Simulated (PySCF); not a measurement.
Bond length, frequency and bond energy of MgH⁻ by level of theory

State: ¹Σ⁺ (singlet), closed shell. Set-up: Mg aug-cc-pVDZ, H aug-cc-pVDZ; no relativity (PySCF 2.14). De refers to Mg + H⁻ in their ground configurations, without counterpoise correction. A positive dipole points towards H; it is taken about the centre of mass and depends on that origin.

```json
{"Level": "RHF-MP2", "Re (Å)": "1.873", "ωe (cm⁻¹)": "1124", "De (eV)": "n/a", "μ (D)": "n/a"}
{"Level": "RHF-SCS-MP2", "Re (Å)": "1.875", "ωe (cm⁻¹)": "1117", "De (eV)": "n/a", "μ (D)": "n/a"}
{"Level": "RHF-CCSD", "Re (Å)": "1.881", "ωe (cm⁻¹)": "1092", "De (eV)": "1.42", "μ (D)": "n/a"}
{"Level": "RHF-CCSD(T)", "Re (Å)": "1.882", "ωe (cm⁻¹)": "1089", "De (eV)": "1.45", "μ (D)": "n/a"}
{"Level": "PBE", "Re (Å)": "1.906", "ωe (cm⁻¹)": "1038", "De (eV)": "1.48", "μ (D)": "1.95"}
{"Level": "PBEsol", "Re (Å)": "1.906", "ωe (cm⁻¹)": "1041", "De (eV)": "1.54", "μ (D)": "2.08"}
{"Level": "r²SCAN", "Re (Å)": "1.881", "ωe (cm⁻¹)": "1096", "De (eV)": "1.57", "μ (D)": "2.28"}
{"Level": "r²SCANh", "Re (Å)": "1.878", "ωe (cm⁻¹)": "1103", "De (eV)": "1.57", "μ (D)": "2.22"}
{"Level": "PBE0", "Re (Å)": "1.888", "ωe (cm⁻¹)": "1083", "De (eV)": "1.54", "μ (D)": "1.96"}
{"Level": "MN15", "Re (Å)": "1.881", "ωe (cm⁻¹)": "1080", "De (eV)": "1.34", "μ (D)": "2.22"}
```

The bond length runs from 1.873 Å (RHF-MP2) to 1.906 Å (PBEsol). De spans 1.34 eV (MN15, hybrid meta-GGA) to 1.57 eV (r²SCANh, hybrid meta-GGA).

Correlated steps freeze 1 core orbital. Correlated levels converge slowly with the basis: in double zeta they bind strong bonds too weakly, by up to about 1 eV, and carry superposition errors of some tenths. For an ion De counts to the pair picked by the measured ionisation energies or electron affinities, which need not be the lowest pair at this level. The highest Kohn–Sham level is positive in this anion. Much of that is self-interaction error, but it also means that the finite basis helps to hold the extra electron.
